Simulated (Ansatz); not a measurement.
```yaml
crystal:
  periodic: [false, false, false]
  atoms:
    - {symbol: O, position_ang: [0.929542, -1.586154, 0.863981]}
    - {symbol: C, position_ang: [0.244589, -0.838904, 0.259189]}
    - {symbol: S, position_ang: [-1.149631, -0.759069, -0.827267]}
    - {symbol: C, position_ang: [-0.078711, 0.532469, -0.128534]}
    - {symbol: F, position_ang: [0.707945, 1.208196, -0.959828]}
    - {symbol: F, position_ang: [-0.611634, 1.379362, 0.746259]}
basis:
  gaussian: {orbitals: aug-pcseg-2, final_grid: {core_spheres: 1, valence_spheres: 1, degree: 5}}
hamiltonian: {xc: {name: PBE}}
accuracy: high
output: {forces: true}
```

```sh
$ ansatz run in.yaml --threads 2 --pin off --events-out ev --progress --plain --max-ram 4352MiB
```

It prints (some lines left out):

```
Functional definition: PBE
4328 factors; integrals over basis functions are off by at most 3.3e-9 eV
mean field evaluation 1: about -20367.4764 eV, gradient 7.6e1 eV
mean field evaluation 2: about -20162.8544 eV, gradient 2.6e2 eV
mean field evaluation 4: about -20372.5948 eV, gradient 6.1e1 eV
mean field evaluation 8: about -20379.3772 eV, gradient 7.1e-1 eV
mean field evaluation 16: about -20362.5127 eV, gradient 3.1e-1 eV
mean field evaluation 32: about -20362.5130 eV, gradient 1.4e-5 eV
mean field -20362.51301469 eV, -748.3085510828 hartree, gradient 9.3e-8 eV, S^2 0.000000; 0 other end points of the search recorded, 0 dependent functions left out
reference -20362.51301477 eV, -748.3085510859 hartree; 27, 27 occupied and 253, 253 virtual orbitals, 4328 factors
Total energy: -20362.51301477 eV, -748.3085510859 hartree
Atom 0 at     0.929542    -1.586154     0.863981 Å, force   -19.569058    19.177203   -17.061271 eV/Å
Atom 1 at     0.244589    -0.838904     0.259189 Å, force     2.795546    -1.545250     2.316632 eV/Å
Atom 2 at    -1.149631    -0.759069    -0.827267 Å, force    16.860925     3.462633    12.694885 eV/Å
Atom 3 at    -0.078711     0.532469    -0.128534 Å, force     1.741811   -15.802138     2.934885 eV/Å
Atom 4 at     0.707945     1.208196    -0.959828 Å, force    -2.908707    -2.387314     2.136253 eV/Å
Atom 5 at    -0.611634     1.379362     0.746259 Å, force     1.079482    -2.905134    -3.021383 eV/Å
Dipole moment:    -0.284831    -0.034117    -0.216908 e Å
```

Question: Something in this input is off. What?

Answer: The integration grid is far too coarse. The calculation finished and met its thresholds. The result belongs to that input, not to the molecule as meant.
